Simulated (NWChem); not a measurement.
Species: carbon tetrachloride (CCl4); SMILES ClC(Cl)(Cl)Cl

Program: NWChem. Coordinates come from a PBE-D3(BJ)/def2-SVP optimisation.

### Question
Among these, which level gives the highest value of “orbital gap (eV)”?
(A) Hartree-Fock/def2-SVP
(B) Hartree-Fock/STO-3G
(C) Hartree-Fock/aug-pcseg-1
(D) Hartree-Fock/pcseg-1

### Answer
B, Hartree-Fock/STO-3G. Values: Hartree-Fock/aug-pcseg-1 13.77; Hartree-Fock/pcseg-1 14.80; Hartree-Fock/def2-SVP 15.84; Hartree-Fock/STO-3G 17.25
